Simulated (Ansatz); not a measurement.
Relaxation of BCl2H2 (5 atoms, charge 0, multiplicity 2), to a largest force component of 0.03 eV/Å in at most 50 steps.

All numbers below come from Ansatz, UKS BLYP/6-31G*.

```xyz
5
Properties=species:S:1:pos:R:3:forces:R:3
B 0.000 0.000 -0.110 0.00 0.00 -0.14
H 0.000 0.000 1.085 0.00 0.00 0.03
Cl 1.536 0.000 -0.972 0.01 0.00 0.00
Cl -1.536 0.000 -0.972 -0.01 0.00 0.00
H 0.000 0.000 2.949 0.00 0.00 0.11
```

Q: Where does it end, and by what steps?

A: The forces met the threshold. The force dipped under the threshold on the way, but the program's further checks kept it going. After 9 steps the energy has fallen by 0.032 eV; H5 moved furthest, 0.72 Å.

```json
{"step": "0", "energy less start (eV)": "0.0000", "largest force component (eV/Å)": "0.139", "accepted": "yes"}
{"step": "1", "energy less start (eV)": "-0.0050", "largest force component (eV/Å)": "0.098", "accepted": "yes"}
{"step": "2", "energy less start (eV)": "-0.0219", "largest force component (eV/Å)": "0.113", "accepted": "yes"}
{"step": "3", "energy less start (eV)": "-0.0233", "largest force component (eV/Å)": "0.396", "accepted": "yes"}
{"step": "4", "energy less start (eV)": "-0.0291", "largest force component (eV/Å)": "0.103", "accepted": "yes"}
{"step": "5", "energy less start (eV)": "-0.0309", "largest force component (eV/Å)": "0.011", "accepted": "yes"}
{"step": "6", "energy less start (eV)": "-0.0216", "largest force component (eV/Å)": "0.398", "accepted": "no"}
{"step": "7", "energy less start (eV)": "-0.0314", "largest force component (eV/Å)": "0.004", "accepted": "yes"}
{"step": "8", "energy less start (eV)": "-0.0317", "largest force component (eV/Å)": "0.004", "accepted": "yes"}
{"step": "9", "energy less start (eV)": "-0.0318", "largest force component (eV/Å)": "0.003", "accepted": "yes"}
```

```xyz
5
Properties=species:S:1:pos:R:3
B 0.000 -0.001 -0.288
H 0.000 -0.004 0.904
Cl 1.536 0.001 -1.153
Cl -1.536 0.001 -1.153
H 0.000 0.002 3.670
```

Whether the end is a true minimum wasn't checked by a vibrational analysis.

The run took 11 s on 1 thread of Intel(R) Xeon(R) 6975P-C (Granite Rapids), on a shared host, peak memory 0.13 GiB.
